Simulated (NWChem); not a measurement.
All runs are NWChem calculations. System: disilane (H₆Si₂), charge 0, spin multiplicity 1, at a geometry optimised with B3LYP/def2-SVP. Level: RHF/pcseg-2.

The NWChem input:

```
start mol
memory heap 200 mb stack 900 mb global 1100 mb
geometry units angstroms nocenter noautoz
  Si     1.176961     0.052134     0.000000
  Si    -1.176961    -0.052134     0.000000
  H      1.662815     0.774664     1.212964
  H      1.662815     0.774664    -1.212964
  H      1.755854    -1.324179     0.000000
  H     -1.662815    -0.774664     1.212964
  H     -1.662815    -0.774664    -1.212964
  H     -1.755854     1.324179     0.000000
  symmetry group C2h
end
basis spherical
  * library pcseg-2
end
scf
  rhf
  nopen 0
  maxiter 100
  thresh 1e-7
  semidirect memsize 60000000 filesize 0
end
task scf energy
```

Output (cleaned and shortened):

```
             Northwest Computational Chemistry Package (NWChem) 7.3.0
             --------------------------------------------------------

                                NWChem Input Module
                                -------------------

 Scaling coordinates for geometry "geometry" by  1.889725989
 (inverse scale =  0.529177249)

 Turning off AUTOSYM since
 SYMMETRY directive was detected!

                             Geometry "geometry" -> ""
                             -------------------------

 Output coordinates in angstroms (scale by  1.889725989 to convert to a.u.)

  No.       Tag          Charge          X              Y              Z
 ---- ---------------- ---------- -------------- -------------- --------------
    1 Si                  14.0000     1.17696100     0.05213400     0.00000000
    2 Si                  14.0000    -1.17696100    -0.05213400     0.00000000
    3 H                    1.0000     1.66281500     0.77466400     1.21296400
    4 H                    1.0000     1.66281500     0.77466400    -1.21296400
    5 H                    1.0000     1.75585400    -1.32417900     0.00000000
    6 H                    1.0000    -1.66281500    -0.77466400     1.21296400
    7 H                    1.0000    -1.66281500    -0.77466400    -1.21296400
    8 H                    1.0000    -1.75585400     1.32417900     0.00000000

 Effective nuclear repulsion energy (a.u.)      90.2297407084

            Nuclear Dipole moment (a.u.)
            ----------------------------
        X                 Y               Z
 ---------------- ---------------- ----------------
     0.0000000000     0.0000000000     0.0000000000

      Symmetry information
      --------------------

 Group name             C2h
 Group number             21
 Group order               4
 No. of unique centers     3

      Symmetry unique atoms

     1    3    5


 Summary of "ao basis" -> "" (spherical)
 ------------------------------------------------------------------------------
       Tag                 Description            Shells   Functions and Types
 ---------------- ------------------------------  ------  ---------------------
 *                          pcseg-2                   on all atoms

 Summary of "ao basis" -> "ao basis" (spherical)
 ------------------------------------------------------------------------------
       Tag                 Description            Shells   Functions and Types
 ---------------- ------------------------------  ------  ---------------------
 Si                         pcseg-2                 12       34   5s4p2d1f
 H                          pcseg-2                  6       14   3s2p1d

                                 NWChem SCF Module
                                 -----------------

  ao basis        = "ao basis"
  functions       =   152
  atoms           =     8
  closed shells   =    17
  open shells     =     0
  charge          =   0.00
  wavefunction    = RHF
  use symmetry    = T
  symmetry adapt  = T

 Summary of "ao basis" -> "ao basis" (spherical)
 ------------------------------------------------------------------------------
       Tag                 Description            Shells   Functions and Types
 ---------------- ------------------------------  ------  ---------------------
 Si                         pcseg-2                 12       34   5s4p2d1f
 H                          pcseg-2                  6       14   3s2p1d

      Symmetry analysis of basis
      --------------------------

        ag         47
        au         29
        bg         29
        bu         47

 Forming initial guess at       0.1s

      Superposition of Atomic Density Guess
      -------------------------------------

 Sum of atomic energies:        -580.66716402

      Non-variational initial energy
      ------------------------------

 Total energy =    -581.221245
 1-e energy   =    -983.657022
 2-e energy   =     312.206036
 HOMO         =      -0.329849
 LUMO         =       0.052048

      Symmetry analysis of molecular orbitals - initial
      -------------------------------------------------

  Numbering of irreducible representations:

     1 ag          2 au          3 bg          4 bu

  Orbital symmetries:

     1 ag          2 bu          3 ag          4 bu          5 bu
     6 au          7 ag          8 bg          9 ag         10 bu
    11 ag         12 bu         13 au         14 bu         15 ag
    16 bg         17 ag         18 bu         19 bu         20 au
    21 ag         22 bg         23 ag         24 bu         25 ag
    26 bu         27 au

 Starting SCF solution at       1.1s

 ----------------------------------------------
         Quadratically convergent ROHF

 Convergence threshold     :          1.000E-07
 Maximum no. of iterations :          100
 Final Fock-matrix accuracy:          1.000E-09
 ----------------------------------------------

              iter       energy          gnorm     gmax       time
             ----- ------------------- --------- --------- --------
                 1     -581.3274000265  4.49D-01  1.41D-01      1.2
                 2     -581.3596449180  1.05D-01  2.55D-02      1.4
                 3     -581.3608801167  6.03D-03  1.81D-03      1.8
                 4     -581.3608854760  7.46D-06  3.74D-06      2.3
                 5     -581.3608854760  1.61D-09  6.23D-10      2.9

       Final RHF  results
       ------------------

         Total SCF energy =   -581.360885476031
      One-electron energy =   -985.704128288620
      Two-electron energy =    314.113502104175
 Nuclear repulsion energy =     90.229740708414

        Time for solution =      1.8s

       Symmetry analysis of molecular orbitals - final
       -----------------------------------------------

  Numbering of irreducible representations:

     1 ag          2 au          3 bg          4 bu

  Orbital symmetries:

     1 ag          2 bu          3 ag          4 bu          5 ag
     6 bu          7 au          8 ag          9 bg         10 bu
    11 ag         12 bu         13 bu         14 au         15 ag
    16 bg         17 ag         18 ag         19 bu         20 bu
    21 au         22 bg         23 ag         24 bu         25 ag
    26 bu         27 au

             Final eigenvalues
             -----------------

              1
    1  -68.7147
    2  -68.7147
    3   -6.1109
    4   -6.1107
    5   -4.2184
    6   -4.2180
    7   -4.2180
    8   -4.2179
    9   -4.2179
   10   -4.2177
   11   -0.7550
   12   -0.6770
   13   -0.4988
   14   -0.4988
   15   -0.4726
   16   -0.4726
   17   -0.4047
   18    0.1037
   19    0.1070
   20    0.1217
   21    0.1217
   22    0.1355
   23    0.1355
   24    0.1706
   25    0.1780
   26    0.1988
   27    0.1988

                       ROHF Final Molecular Orbital Analysis
                       -------------------------------------

 Vector   15  Occ=2.000000D+00  E=-4.726368D-01  Symmetry=ag
              MO Center= -4.1D-16, -3.7D-16, -2.7D-17, r^2= 4.9D+00
   Bfn.  Coefficient  Atom+Function         Bfn.  Coefficient  Atom+Function
  ----- ------------  ---------------      ----- ------------  ---------------
    98      0.230315  5 H  s                140      0.230315  8 H  s
    13     -0.191187  1 Si py                47      0.191187  2 Si py
    97      0.160583  5 H  s                139      0.160583  8 H  s

 Vector   16  Occ=2.000000D+00  E=-4.726338D-01  Symmetry=bg
              MO Center= -1.7D-15, -8.6D-16,  8.7D-17, r^2= 4.9D+00
   Bfn.  Coefficient  Atom+Function         Bfn.  Coefficient  Atom+Function
  ----- ------------  ---------------      ----- ------------  ---------------
    70      0.199455  3 H  s                 84     -0.199455  4 H  s
   112     -0.199455  6 H  s                126      0.199455  7 H  s
    14      0.191375  1 Si pz                48     -0.191375  2 Si pz

 Vector   17  Occ=2.000000D+00  E=-4.046845D-01  Symmetry=ag
              MO Center= -9.7D-15, -1.5D-14,  3.7D-16, r^2= 3.0D+00
   Bfn.  Coefficient  Atom+Function         Bfn.  Coefficient  Atom+Function
  ----- ------------  ---------------      ----- ------------  ---------------
    12      0.341741  1 Si px                46     -0.341741  2 Si px
     5     -0.159519  1 Si s                 39     -0.159519  2 Si s
     6     -0.156263  1 Si px                40      0.156263  2 Si px

 Vector   18  Occ=0.000000D+00  E= 1.037321D-01  Symmetry=ag
              MO Center= -4.3D-15, -9.9D-17,  1.4D-15, r^2= 8.9D+00
   Bfn.  Coefficient  Atom+Function         Bfn.  Coefficient  Atom+Function
  ----- ------------  ---------------      ----- ------------  ---------------
     5      1.638882  1 Si s                 39      1.638882  2 Si s
    71     -0.711981  3 H  s                 85     -0.711981  4 H  s
    99     -0.711898  5 H  s                113     -0.711981  6 H  s
   127     -0.711981  7 H  s                141     -0.711898  8 H  s
    15      0.601749  1 Si px                49     -0.601749  2 Si px

 Vector   19  Occ=0.000000D+00  E= 1.070322D-01  Symmetry=bu
              MO Center=  6.8D-15,  4.4D-16, -6.9D-16, r^2= 1.2D+01
   Bfn.  Coefficient  Atom+Function         Bfn.  Coefficient  Atom+Function
  ----- ------------  ---------------      ----- ------------  ---------------
     5      1.626701  1 Si s                 39     -1.626701  2 Si s
    15     -1.230427  1 Si px                49     -1.230427  2 Si px

 Vector   20  Occ=0.000000D+00  E= 1.216850D-01  Symmetry=bu
              MO Center=  1.3D-15,  1.3D-14,  1.1D-16, r^2= 6.2D+00
   Bfn.  Coefficient  Atom+Function         Bfn.  Coefficient  Atom+Function
  ----- ------------  ---------------      ----- ------------  ---------------
    99      1.196054  5 H  s                141     -1.196054  8 H  s
    16      1.182729  1 Si py                50      1.182729  2 Si py
    71     -0.598053  3 H  s                 85     -0.598053  4 H  s
   113      0.598053  6 H  s                127      0.598053  7 H  s
    98      0.174241  5 H  s                140     -0.174241  8 H  s

 center of mass
 --------------
 x =   0.00000000 y =   0.00000000 z =   0.00000000

 moments of inertia (a.u.)
 ------------------
          42.984186373938         -14.068578821135           0.000000000000
         -14.068578821135         359.967566788100           0.000000000000
           0.000000000000           0.000000000000         360.590518585708

  Mulliken analysis of the total density
  --------------------------------------

    Atom       Charge   Shell Charges
 -----------   ------   -------------------------------------------------------
    1 Si  14    13.39   2.00  0.47  1.52  0.70  0.49  5.92  0.54  1.51  0.08  0.01  0.15  0.01
    2 Si  14    13.39   2.00  0.47  1.52  0.70  0.49  5.92  0.54  1.51  0.08  0.01  0.15  0.01
    3 H    1     1.20   0.39  0.65  0.14  0.00  0.02  0.00
    4 H    1     1.20   0.39  0.65  0.14  0.00  0.02  0.00
    5 H    1     1.20   0.39  0.65  0.14  0.00  0.02  0.00
    6 H    1     1.20   0.39  0.65  0.14  0.00  0.02  0.00
    7 H    1     1.20   0.39  0.65  0.14  0.00  0.02  0.00
    8 H    1     1.20   0.39  0.65  0.14  0.00  0.02  0.00

       Multipole analysis of the density wrt the origin
       ------------------------------------------------

     L   x y z        total         open         nuclear
     -   - - -        -----         ----         -------
     0   0 0 0      0.000000      0.000000     34.000000

     1   1 0 0      0.000000      0.000000      0.000000
     1   0 1 0      0.000000      0.000000      0.000000
     1   0 0 1      0.000000      0.000000      0.000000

     2   2 0 0    -24.666067      0.000000    200.024250
     2   1 1 0     -0.039451      0.000000      7.929309
     2   1 0 1      0.000000      0.000000      0.000000
     2   0 2 0    -23.781474      0.000000     21.367178
     2   0 1 1      0.000000      0.000000      0.000000
     2   0 0 2    -23.779824      0.000000     21.016166

 Task  times  cpu:        2.9s     wall:        2.9s

 Total times  cpu:        2.9s     wall:        2.9s
```
